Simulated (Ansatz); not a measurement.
Working through the interaction energy of a dimer with the counterpoise correction of CH₄, SMILES C

Computed with the Ansatz DFT code, driven from Python.

Notebook, run cell by cell (the value of a cell's last expression is shown):

In [1]:
```python
import ansatz as az
```

In [2]:
```python
BASIS_SET = "def2-SVPD"
XC = "hf"
```

In [3]:
```python
FIRST = [
    ("C", (0.0, 0.0, 0.0)),
    ("H", (0.1579, -0.2416, 1.0431)),
    ("H", (-0.9998, 0.3926, -0.1321)),
    ("H", (0.1189, -0.8934, -0.5992)),
    ("H", (0.7231, 0.7424, -0.3118)),
]
SECOND = [
    ("C", (-1.4842, -3.0059, -2.5301)),
    ("H", (-1.022, -2.3699, -1.7864)),
    ("H", (-1.8877, -3.8879, -2.05)),
    ("H", (-0.7444, -3.3006, -3.263)),
    ("H", (-2.2829, -2.4653, -3.0211)),
]
```

In [4]:
```python
def energy(atoms, ghosts=()):
    molecule = az.Crystal.molecule()
    for symbol, xyz in atoms:
        molecule = molecule.atom(symbol, xyz)
    calc = (
        molecule.calculation()
        .basis(gaussian=BASIS_SET)
        .functional(XC)
    )
    deck = calc.input()
    if ghosts:
        deck = deck.set(az.key.basis.gaussian.ghost_atoms, [{"symbol": s, "position_ang": list(xyz)} for s, xyz in ghosts])
    return az.Session.from_dict(deck).plan().execute().report["free_energy_ev"]
```

In [5]:
```python
# ghost atoms carry the functions of the partner
both = energy(FIRST + SECOND)
alone = energy(FIRST) + energy(SECOND)
ghosted = energy(FIRST, SECOND) + energy(SECOND, FIRST)
print(f"dimer {both:.6f} eV")
print(f"interaction, uncorrected   {23.060548 * (both - alone):8.3f} kcal/mol")
print(f"interaction, counterpoise  {23.060548 * (both - ghosted):8.3f} kcal/mol")
print(f"basis-set superposition    {23.060548 * (alone - ghosted):8.3f} kcal/mol")
```
```text
dimer -2186.128133 eV
interaction, uncorrected      0.485 kcal/mol
interaction, counterpoise     0.731 kcal/mol
basis-set superposition       0.245 kcal/mol
```

Uncorrected it is 0.485 kcal/mol, with the counterpoise correction 0.731 kcal/mol; the difference, 0.246 kcal/mol, is the superposition error. In this basis both values are repulsive.

Notes:
- Total energies depend on the basis set; only differences at equal settings carry meaning.
- The dimer is a generated trial pose of unrelaxed monomers, not a minimum, so the figure is no binding energy, and the basis set is small.
- Hartree-Fock leaves correlation out, so bond, atomisation and ionisation energies come out well too low.
- This level lacks the dispersion part of the attraction (electrostatics and induction are there), which can decide the sign where the interaction is weak.
- Finished in 1.5 s on 1 thread of Arm Neoverse V2, on a shared host, peak memory 0.2 GiB.
